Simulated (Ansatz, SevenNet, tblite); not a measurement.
# Wurtzite GaN, elastic constant C33

Reference value: 398 GPa (measured, temperature not stated, not corrected to a static lattice; as tabulated in Oses et al. (2018), arXiv:1811.08464).

Problem. Put these levels in order of the elastic constant C33 that they give for wurtzite GaN, smallest first: GFN1-xTB (tblite), PBE (Ansatz, a program for electronic structure), SevenNet-0, r²SCAN (Ansatz).

Solution. GFN1-xTB (194 GPa), SevenNet-0 (327 GPa), PBE (357 GPa), r²SCAN (401 GPa)

Unless a cell is named, each level is at its own relaxed cell (GFN1-xTB 12.90, SevenNet-0 11.75, PBE 11.76, r²SCAN 11.37 Å³/atom).

Differences against the reference: GFN1-xTB -51 %, SevenNet-0 -17.8 %, PBE -10.3 %, r²SCAN +0.8 %.

The measured value isn't corrected to a static lattice, so vibrations enter the comparison. A static lattice is as a rule stiffer than a warm one, by over a tenth in soft solids.  GFN1-xTB: the method was fitted mainly to molecules. GFN1-xTB: the run uses a supercell at the zone centre in place of a k mesh. Each level is taken at its own relaxed cell. Cutoffs differ between the levels. Ansatz's density-functional and Hartree–Fock values are scalar-relativistic unless marked +SOC, with PAW data made under PBE.

Machine-learned potentials (SevenNet-0) are trained on DFT data: a solid inside that data is no test of them.

Differences are worked out from the printed values.
